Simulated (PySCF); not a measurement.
Exact simulation of a proton spin system

Molecule: SMILES FC(F)C(F)F, C₂H₂F₄.

Bonds (- single, = double, # triple, : aromatic): F1-C2 1.346 Å, C2-F3 1.346 Å, C2-C4 1.541 Å, C4-F5 1.346 Å, C4-F6 1.346 Å. C2 carries H7; C4 carries H8.

No relativistic terms, isolated molecule, fast rotation and ring inversion assumed for equivalent nuclei, one conformer. PBE0/pcSseg-1 with gauge-including orbitals; J couplings at B3LYP/pcJ-1; GFN2-xTB geometry; PySCF.

Scale: 1H (σref 31.72) vs TMS (reference shieldings calculated alike).

Shifts (ppm): F1/F3/F5/F6 -152.8, H7/H8 5.97.
Couplings (Hz): F1–F3, F5–F6: 293.8; F1–F5, F1–F6, F3–F5, F3–F6: -9.7; F1–H7, F3–H7, F5–H8, F6–H8: 59.8; F1–H8, F3–H8, F5–H7, F6–H7: 1.7; H7–H8: 6.5.

The 6-spin Hamiltonian (Zeeman plus full scalar coupling among like nuclei) was diagonalised exactly; lines are Lorentzian, 1.0 Hz wide, and the maxima above 3 % are listed with the tallest set to 100.

Problem. Give the 1H peak list of this spin system at 300 MHz.

Solution. 
```tsv
Hz	ppm	height
1866.6	6.222	6
1863.9	6.213	4
1858.0	6.193	7
1854.3	6.181	22
1852.5	6.175	34
1847.7	6.159	23
1845.1	6.150	11
1840.6	6.135	12
1837.8	6.126	8
1834.8	6.116	5
1810.2	6.034	6
1805.0	6.017	6
1802.9	6.010	13
1800.9	6.003	12
1798.5	5.995	12
1795.8	5.986	22
1792.7	5.976	23
1791.0	5.970	100
1789.4	5.965	23
1786.2	5.954	22
1783.6	5.945	12
1781.1	5.937	12
1779.1	5.930	13
1777.0	5.923	6
1771.8	5.906	6
1747.2	5.824	5
1744.2	5.814	8
1741.4	5.805	12
1737.0	5.790	11
1734.3	5.781	23
1729.5	5.765	34
1727.7	5.759	22
1724.1	5.747	7
1718.2	5.727	4
1715.5	5.718	6
```

Problem. And at 700 MHz?

Solution. 
Hz from δ = 0 (height): 4254.6 (6), 4251.9 (4), 4245.9 (7), 4242.3 (22), 4240.5 (34), 4235.7 (23), 4233.1 (11), 4228.6 (12), 4225.8 (8), 4222.8 (5), 4198.2 (6), 4193.0 (6), 4190.9 (13), 4188.9 (12), 4186.4 (12), 4183.8 (22), 4180.7 (23), 4179.0 (100), 4177.4 (23), 4174.2 (22), 4171.6 (12), 4169.1 (12), 4167.1 (13), 4165.0 (6), 4159.8 (6), 4135.2 (5), 4132.2 (8), 4129.4 (12), 4124.9 (11), 4122.3 (23), 4117.5 (34), 4115.7 (22), 4112.1 (7), 4106.2 (4), 4103.4 (6)

3J across rotatable bonds or in flexible rings reflects this conformer alone.
